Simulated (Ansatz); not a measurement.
Coupled-cluster run, C3H5N (`CC1=NC1`).

```yaml
crystal:
  periodic: [false, false, false]
  atoms:
    - {symbol: C, position_ang: [-0.326363, 0.981674, -0.824342]}
    - {symbol: C, position_ang: [0.304363, -0.049780, 0.005619]}
    - {symbol: N, position_ang: [1.425997, -0.516348, 0.289929]}
    - {symbol: C, position_ang: [0.199608, -1.130994, 0.957536]}
    - {symbol: H, position_ang: [-1.034943, 0.520176, -1.516886]}
    - {symbol: H, position_ang: [-0.895356, 1.670227, -0.194452]}
    - {symbol: H, position_ang: [0.424977, 1.537349, -1.387033]}
    - {symbol: H, position_ang: [-0.079895, -2.130931, 0.634632]}
    - {symbol: H, position_ang: [0.070113, -0.927673, 2.017796]}
basis:
  gaussian: {orbitals: def2-SVP}
correlation: {method: ccsd_t}
```

```sh
$ ansatz run in.yaml --threads 2 --pin off --events-out ev --progress --plain --max-ram 4352MiB
```

Log, shortened:

```
Functional definition: HF
838 factors; integrals over basis functions are off by at most 1.4e-3 eV
mean field evaluation 1: about -4644.3827 eV, gradient 2.7e1 eV
mean field evaluation 2: about -4644.3896 eV, gradient 2.7e1 eV
mean field evaluation 4: about -4646.5656 eV, gradient 4.5e0 eV
mean field evaluation 8: about -4646.6307 eV, gradient 1.5e-1 eV
mean field evaluation 16: about -4646.6183 eV, gradient 1.1e0 eV
mean field -4646.63093925 eV, -170.7605374178 hartree, gradient 2.4e-6 eV, S^2 0.000000; 0 other end points of the search recorded, 0 dependent functions left out
4 core orbitals not correlated: weight in the atoms' cores, before any rotation towards them, 1.000 or more for the frozen orbitals, at most 0.000 for the correlated occupied ones
reference -4646.63093925 eV, -170.7605374178 hartree; 11, 11 occupied and 66, 66 virtual orbitals, 838 factors
second order -15.56456724 eV of doubles, -0.00000000 eV of singles
cycle   1  -15.92060241 eV  change   -3.6e-1 eV  update   9.0e-2
cycle   2  -16.37778385 eV  change   -4.6e-1 eV  update   2.7e-2
cycle   3  -16.47483825 eV  change   -9.7e-2 eV  update   1.2e-2
cycle   4  -16.47431434 eV  change    5.2e-4 eV  update   3.2e-3
cycle   5  -16.47691689 eV  change   -2.6e-3 eV  update   1.2e-3
cycle   6  -16.47682858 eV  change    8.8e-5 eV  update   3.4e-4
cycle   7  -16.47671693 eV  change    1.1e-4 eV  update   1.2e-4
cycle   8  -16.47672198 eV  change   -5.0e-6 eV  update   4.4e-5
cycle   9  -16.47670666 eV  change    1.5e-5 eV  update   1.4e-5
perturbative correction -0.60917772 eV, -0.0223868681 hartree
Total energy: -4663.71682362 eV, -171.3884320874 hartree
```

Run time 2.4 s (2 threads of an Arm Neoverse V1 on a shared host); peak host memory 0.39 GiB.

The correlation energy is -17.086 eV, 3.6 % of it from (T); the T1 diagnostic reads 0.0106.
